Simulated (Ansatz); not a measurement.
**Tetradymite Bi₂Te₃**

Calculation: PBE (plane waves, PAW; Ansatz, a quantum-chemistry and plane-wave program).

Settings: plane-wave cutoff 520 eV, 10×10×10 k mesh, Fermi–Dirac smearing 0.01 eV, scalar-relativistic PAW data made under PBE.

Cell (relaxed at this level):

```xyz
5
Lattice="10.7627 -2.2239 0.0451 10.7627 2.2239 0.0451 10.2872 0.0000 3.8675" Properties=species:S:1:pos:R:3 pbc="T T T"
Bi    12.6420     0.0000     1.5728
Bi    19.1706     0.0000     2.3850
Te     0.0000     0.0000     0.0000
Te     6.8612     0.0000     0.8536
Te    24.9514     0.0000     3.1041
```

```json
{
 "bulk_modulus": "10.9 GPa",
 "band_gap": "0.52 eV"
}
```

Measured, for comparison: bulk modulus 37 GPa (temperature not stated, not corrected to a static lattice, our sources range from 32.5 to 39.5; as tabulated in Toher et al. (2017), arXiv:1611.05714). Computed (rounded) less measured: bulk modulus not scored (sources differ).

Note: for a layered or molecular solid the relaxed cell lies over 5 % above the published volume, where the minimum can be shallow; the cell comes from a level without a dispersion term, which matters for the spacing of layers, chains or molecules; the bulk modulus comes from volumes at which shape and atoms were relaxed.

Spin–orbit coupling is not included; with these elements it can move the gap by several tenths of an eV or more.

Computed values are for the static lattice.

Cost on a shared machine: about 40 core-minutes (a rough figure).
